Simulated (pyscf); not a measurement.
Single points on ωB97X-D3(BJ)/def2-SVP structures (PySCF, gas phase). Correlated levels are frozen-core, on RHF or UHF. ΔMP2 is the change of the MP2 total energy from the triple- to the quadruple-zeta basis.

Task: Estimate by transition-state theory the rate constant of HO–PH₂ + GaH₃ -> PH₃ + HO–GaH₂ (singlet surface; O–P, Ga–H broken, H–P, Ga–O formed) at 600 K, with CCSD(T)/def2-TZVPP + ΔMP2(QZVPP) energies (ideal gas, 1 atm, RRHO with modes under 100 cm⁻¹ raised to 100, one conformer, R ln 2 for chiral ones without a mode under 150 cm⁻¹; no tunnelling).

Result: The electronic barrier is 13.1 kcal/mol and the thermal terms add +22.2, so ΔG‡ = 35.3 kcal/mol. With k_BT/h = 1.25e+13 s⁻¹ and RT = 1.192 kcal/mol, and a volume of 8.18e-20 cm³ per molecule at 1 atm, k = 1.4e-19 cm³ molecule⁻¹ s⁻¹. Wigner's tunnelling factor for 602i cm⁻¹ would be 1.09. A shift of 1 kcal/mol in the barrier changes k by a factor 2.3. On the reactant side the descent ends in an adduct with a Ga–O contact, 14.7 kcal/mol under the separated species and 26.1 kcal/mol under the saddle at ωB97X-D3(BJ)/def2-TZVP. What is counted as formed (Ga–O) is already present as a longer contact in the reactant adduct; forming that adduct is a step of its own. The same reactants have a lower exit, to H₂P–O–GaH₂ + H₂ (barrier +9.4 kcal/mol at ωB97M-D3(BJ)/def2-TZVP, against +14.7 kcal/mol here). This is the saddle that the search found; another between the same sides may lie lower. The CCSD(T) − MP2 part came from Ansatz, without density fitting, on the same reference. The frozen core leaves the outer d or s,p core shells of the metals and heavy elements correlated in the MP2 and CC values, and def2-TZVPP describes them poorly, which can shift differences by a few kcal/mol. Elements up to Kr have no core potential and no relativistic terms here.
